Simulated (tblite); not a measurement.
**One shape, several levels: C2H3FN2 (SMILES N=CN=CF)**

Aim: a comparison of 3 runs (GFN2-xTB, GFN1-xTB, IPEA1-xTB) of C2H3FN2. 

The results are computed with tblite 0.8.0.

18 further runs of the same task are left out: 18 set aside as unsound or not needed.

**1. The molecule**

The species is C2H3FN2 (8 atoms), meant as a singlet with charge 0. SMILES: `N=CN=CF`. The C2–H7 distance was set to 1.631 Å, away from the relaxed value. At this shape a bond of the SMILES string is far longer than usual.

Bond lengths: N1–C2 1.252 Å, C2–N3 1.375 Å, N3–C4 1.233 Å, C4–F5 1.346 Å, N1–H6 1.018 Å, C4–H8 1.083 Å. Angles: N1–C2–N3 128.0°, C2–N3–C4 132.8°, N3–C4–F5 124.7°, C2–N1–H6 115.3°, N3–C4–H8 123.5°, F5–C4–H8 111.8°. A long bond or contact: C2–H7 1.631 Å.

**2. Energy and gradient at GFN2-xTB (run 1)**

The input, input.xyz:

```xyz
8
start geometry
N      0.141904     1.834069    -0.616592
C      0.009674     0.826629     0.114448
N     -0.756286    -0.292011    -0.116212
C     -0.552156    -1.331121    -0.747382
F      0.613474    -1.650571    -1.339122
H     -0.295556     1.767619    -1.533532
H      0.647160     0.864520     1.615010
H     -1.295756    -2.107551    -0.878102
```

The input, xtb_job.py:

```python
import json
import numpy as np
from tblite.interface import Calculator
from tblite.interface import symbols_to_numbers

symbols = list(map(str, np.loadtxt("input.xyz", skiprows=2, usecols=0, dtype=str, ndmin=1)))
numbers = np.array(symbols_to_numbers(symbols))
positions = np.loadtxt("input.xyz", skiprows=2, usecols=(1, 2, 3), ndmin=2) / 0.5291772

calculator = Calculator("GFN2-xTB", numbers, positions, charge=0, uhf=0)
calculator.set("verbosity", 0)
calculator.set("accuracy", 0.1)
calculator.add("spin-polarization", 1.0)
result = calculator.singlepoint()

print(f"total energy: {result.get('energy') * 627.5095:.8f} kcal/mol")
eps = np.atleast_2d(result.get("orbital-energies")) * 27.211386
occ = np.atleast_2d(result.get("orbital-occupations"))
filled = occ.sum(axis=0) if eps.shape[0] == 1 else occ[0]
homo = np.nonzero(filled > 0.5)[0].max()
print(f"HOMO {eps[0, homo]:.4f} eV")
if homo + 1 < eps.shape[1]:
    print(f"LUMO {eps[0, homo + 1]:.4f} eV, gap {eps[0, homo + 1] - eps[0, homo]:.4f} eV")
mu = result.get("dipole") * 2.541746
print(f"|mu|: {np.linalg.norm(mu):.4f} D, components " + " ".join(f"{c:.4f}" for c in mu))
q = result.get("charges")
g = result.get("gradient")
print("atom     charge      dE/dx        dE/dy        dE/dz   (Eh/bohr)")
for i, s in enumerate(symbols):
    print(f"{s:<2}{i + 1:<3} {q[i]:9.4f} {g[i, 0]:12.7f} {g[i, 1]:12.7f} {g[i, 2]:12.7f}")
print(f"gradient norm {np.linalg.norm(g):.6f} Eh/bohr")
out = {k: np.asarray(result.get(k)).tolist() for k in ("energy", "gradient", "charges", "dipole", "orbital-energies", "orbital-occupations")}
out.update(symbols=symbols, positions=(positions * 0.529177210903).tolist())
json.dump(out, open("results.json", "w"))
```

Started as:

```bash
$ python xtb_job.py
```

Output:

```text
total energy: -10211.27980115 kcal/mol
HOMO -10.8384 eV
LUMO -7.9970 eV, gap 2.8414 eV
|mu|: 2.7842 D, components -1.7163 -2.1335 -0.5042
atom     charge      dE/dx        dE/dy        dE/dz   (Eh/bohr)
N 1     -0.2951   -0.0028680    0.0137084   -0.0206016
C 2      0.1776   -0.0125006   -0.0007811   -0.0336563
N 3     -0.1634   -0.0110104   -0.0174797   -0.0169124
C 4      0.2338   -0.0037964    0.0034894    0.0010775
F 5     -0.1958   -0.0000008    0.0007678   -0.0002437
H 6      0.1708   -0.0006339   -0.0012665   -0.0009113
H 7     -0.0085    0.0304464    0.0026034    0.0707869
H 8      0.0807    0.0003638   -0.0010418    0.0004610
gradient norm 0.092737 Eh/bohr
```

It took 0.16 s on 1 thread of Intel Xeon at 2.70GHz, shared host.

**3. Energy and forces at GFN1-xTB (run 2)**

The input, xtb_job.py:

```python
import json
import numpy as np
from tblite.interface import Calculator

symbols = ["N", "C", "N", "C", "F", "H", "H", "H"]
numbers = np.array([7, 6, 7, 6, 9, 1, 1, 1])
positions = np.array([  # bohr
    [0.268160, 3.465888, -1.165190],
    [0.018281, 1.562102, 0.216275],
    [-1.429173, -0.551821, -0.219609],
    [-1.043424, -2.515454, -1.412347],
    [1.159298, -3.119127, -2.530574],
    [-0.558520, 3.340316, -2.897955],
    [1.222955, 1.633706, 3.051927],
    [-2.448624, -3.982694, -1.659372],
])

tb = Calculator("GFN1-xTB", numbers, positions, charge=0, uhf=0)
tb.set("verbosity", 0)
tb.set("accuracy", 0.1)
result = tb.singlepoint()

print(f"Energy: {result.get('energy'):.8f} Eh")
eps = np.atleast_2d(result.get("orbital-energies")) * 27.211386
occ = np.atleast_2d(result.get("orbital-occupations"))
filled = occ.sum(axis=0) if eps.shape[0] == 1 else occ[0]
homo = np.nonzero(filled > 0.5)[0].max()
print(f"HOMO {eps[0, homo]:.4f} eV")
if homo + 1 < eps.shape[1]:
    print(f"LUMO {eps[0, homo + 1]:.4f} eV, gap {eps[0, homo + 1] - eps[0, homo]:.4f} eV")
mu = result.get("dipole") * 2.541746
print(f"Dipole moment: {np.linalg.norm(mu):.4f} D, components " + " ".join(f"{c:.4f}" for c in mu))
q = result.get("charges")
g = result.get("gradient")
print("atom     charge      dE/dx        dE/dy        dE/dz   (Eh/bohr)")
for i, s in enumerate(symbols):
    print(f"{s:<2}{i + 1:<3} {q[i]:9.4f} {g[i, 0]:12.7f} {g[i, 1]:12.7f} {g[i, 2]:12.7f}")
print(f"gradient norm {np.linalg.norm(g):.6f} Eh/bohr")
out = {k: np.asarray(result.get(k)).tolist() for k in ("energy", "gradient", "charges", "dipole", "orbital-energies", "orbital-occupations")}
out.update(symbols=symbols, positions=(positions * 0.529177210903).tolist())
json.dump(out, open("results.json", "w"))
```

Started as:

```bash
$ python xtb_job.py
```

Output:

```text
Energy: -17.24670228 Eh
HOMO -11.7217 eV
LUMO -8.1689 eV, gap 3.5528 eV
Dipole moment: 3.1043 D, components -1.7804 -2.4211 -0.7781
atom     charge      dE/dx        dE/dy        dE/dz   (Eh/bohr)
N 1     -0.4261   -0.0031455    0.0073322   -0.0125378
C 2      0.3202   -0.0315068   -0.0059437   -0.0601065
N 3     -0.3117    0.0015452   -0.0128710   -0.0115285
C 4      0.3980   -0.0044756    0.0076684    0.0045235
F 5     -0.2435    0.0024312   -0.0026659   -0.0020938
H 6      0.2203    0.0015389    0.0013329    0.0006897
H 7     -0.0090    0.0345059    0.0032580    0.0798020
H 8      0.0517   -0.0008934    0.0018890    0.0012515
gradient norm 0.113400 Eh/bohr
```

It took 0.14 s on 1 thread of Intel Xeon at 2.70GHz, shared host.

**4. Energy and forces at IPEA1-xTB (run 3)**

input.xyz: that of step 2 with these lines changed.

```diff
@@ -1,3 +1,3 @@
 8
-start geometry
+
 N      0.141904     1.834069    -0.616592
```

The input, script.py:

```python
# IPEA1-xTB energy and gradient
import json
import numpy as np
from tblite.interface import Calculator
from tblite.interface import symbols_to_numbers

symbols = list(map(str, np.loadtxt("input.xyz", skiprows=2, usecols=0, dtype=str, ndmin=1)))
numbers = np.array(symbols_to_numbers(symbols))
positions = np.loadtxt("input.xyz", skiprows=2, usecols=(1, 2, 3), ndmin=2) / 0.52917721

tb = Calculator("IPEA1-xTB", numbers, positions, charge=0, uhf=0)
tb.set("accuracy", 0.1)
tb.add("spin-polarization", 1.0)
res = tb.singlepoint()

print(f"Total energy: {res.get('energy') * 627.5095:.8f} kcal/mol")
eps = np.atleast_2d(res.get("orbital-energies")) * 27.211386
occ = np.atleast_2d(res.get("orbital-occupations"))
filled = occ.sum(axis=0) if eps.shape[0] == 1 else occ[0]
homo = np.nonzero(filled > 0.5)[0].max()
print("  MO   occupation   energy/eV")
for i in range(max(0, homo - 4), min(eps.shape[1], homo + 5)):
    print(f"{i + 1:4d} {filled[i]:10.4f} {eps[0, i]:12.4f}")
mu = res.get("dipole") * 2.541746
print(f"|mu|: {np.linalg.norm(mu):.4f} D, components " + " ".join(f"{c:.4f}" for c in mu))
q = res.get("charges")
g = res.get("gradient")
print("atom     charge      dE/dx        dE/dy        dE/dz   (Eh/bohr)")
for i, s in enumerate(symbols):
    print(f"{s:<2}{i + 1:<3} {q[i]:9.4f} {g[i, 0]:12.7f} {g[i, 1]:12.7f} {g[i, 2]:12.7f}")
print(f"gradient norm {np.linalg.norm(g):.6f} Eh/bohr")
out = {k: np.asarray(res.get(k)).tolist() for k in ("energy", "gradient", "charges", "dipole", "orbital-energies", "orbital-occupations")}
out.update(symbols=symbols, positions=(positions * 0.529177210903).tolist())
json.dump(out, open("results.json", "w"))
```

Started as:

```bash
$ python script.py
```

Output:

```text
------------------------------------------------------------
  cycle        total energy    energy error   density error
------------------------------------------------------------
      1     -18.62834432830  -1.8850571E+01   4.2403894E-01
      2     -18.59443931697   3.3905011E-02   3.7753153E-01
      3     -19.24639519643  -6.5195588E-01   1.8743170E-01
      4     -19.35287421657  -1.0647902E-01   4.6992995E-02
      5     -19.36528548280  -1.2411266E-02   2.4061510E-02
      6     -19.37002333295  -4.7378502E-03   5.3341664E-03
      7     -19.37018028004  -1.5694710E-04   8.2875370E-04
      8     -19.37018154942  -1.2693746E-06   6.0909615E-04
      9     -19.37018318488  -1.6354601E-06   6.5724884E-05
     10     -19.37018322182  -3.6937088E-08   6.8722985E-06
     11     -19.37018322230  -4.8212101E-10   2.3787786E-06
     12     -19.37018322231  -8.0220275E-12   8.0723035E-07
------------------------------------------------------------

 total:                                   0.007 sec
Total energy: -12154.97398874 kcal/mol
  MO   occupation   energy/eV
  10     1.0000     -15.2452
  11     1.0000     -14.8530
  12     1.0000     -13.2683
  13     1.0000     -12.5419
  14     1.0000     -11.7216
  15     0.0000      -7.3060
  16     0.0000      -6.8764
  17     0.0000      -5.4481
  18     0.0000      -4.9215
|mu|: 3.4521 D, components -2.0612 -2.6814 -0.6916
atom     charge      dE/dx        dE/dy        dE/dz   (Eh/bohr)
N 1     -0.3231   -0.0078944    0.0149440   -0.0246043
C 2      0.1491   -0.0320719   -0.0005867   -0.0750526
N 3     -0.1911   -0.0086655   -0.0253817   -0.0199777
C 4      0.2040   -0.0007129    0.0143840    0.0080005
F 5     -0.1433    0.0025059   -0.0041882   -0.0039799
H 6      0.1732    0.0040212   -0.0009134    0.0046707
H 7      0.0308    0.0473100    0.0036119    0.1104881
H 8      0.1004   -0.0044925   -0.0018699    0.0004552
gradient norm 0.153310 Eh/bohr
```

Wall time 0.16 s (1 thread of Intel Xeon at 2.70GHz, shared host).

**5. Overview of the runs**

| run | level | spin polarization | energy (Eh) | dipole moment (D) | HOMO energy (eV) | LUMO energy (eV) | wall time |
| --- | --- | --- | --- | --- | --- | --- | --- |
| 1 | GFN2-xTB | 1 | -16.272709 | 2.78 | -10.84 | -8.00 | 0.16 s |
| 2 | GFN1-xTB | – | -17.246702 | 3.10 | -11.72 | -8.17 | 0.14 s |
| 3 | IPEA1-xTB | 1 | -19.370183 | 3.45 | -11.72 | -7.31 | 0.16 s |

**6. Outcome**

```
                       quantity         value
            run 3: total energy  -19.37018 Eh
           run 3: dipole moment        3.45 D
             run 3: HOMO energy     -11.72 eV
             run 3: LUMO energy      -7.31 eV
           run 3: HOMO–LUMO gap       4.42 eV
run 3: largest force on an atom    6.183 eV/Å
```

**Reading.** The dipole moment (its size) runs from 2.78 D (GFN2-xTB) to 3.45 D (IPEA1-xTB). The HOMO–LUMO gap runs from 2.84 eV (GFN2-xTB) to 4.42 eV (IPEA1-xTB). Force-field and semi-empirical energies have zeros of their own, so their totals don't compare. All runs together took 0.46 s, the longest 0.16 s.
